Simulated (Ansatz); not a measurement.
CHO (SMILES [CH]=O, charge +1) moved off its minimum; all values from Ansatz (an electronic-structure program), cores frozen in correlated methods.
(charge 1, multiplicity 1)
```xyz
3

C     -0.0376     0.0038    -0.4919
O      0.0992    -0.0325     0.4838
H     -0.1003     0.0341    -1.5689
```

Problem. Give the forces (eV/Å), the total energy and the dipole at CCSD(T)/aug-cc-pVTZ.

Solution. 
| atom | Fx | Fy | Fz |
|---|---|---|---|
| C1 | -3.303 | 0.939 | -26.440 |
| O2 | 3.528 | -0.972 | 26.782 |
| H3 | -0.226 | 0.032 | -0.342 |
Energy -113.3428 hartree.
